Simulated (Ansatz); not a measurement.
The scaffold vinyl-X carries different groups X. All species are isolated molecules in the gas phase. One relaxed conformer stands for each flexible species; it need not be the lowest. Strings in code marks are SMILES.

Quantity: vertical ionisation energy (energy after one electron is removed minus that of the parent at the parent's geometry), in eV.

A: `C=CCl`
B: `C=CN`
C: `C=C[SiH3]`
D: `C=CC`
E: `C=C`
F: `C=[CH][GeH3]`

Problem. Put the candidates in order of vertical ionisation energy (energy after one electron is removed minus that of the parent at the parent's geometry), lowest first, for frozen-core CCSD(T)/def2-TZVPP // B3LYP-D3(BJ)/def2-TZVP (Ansatz, a program for electronic structure).

Solution. B (8.47 eV), D (9.99 eV), A (10.14 eV), F (10.36 eV), C (10.47 eV), E (10.69 eV)
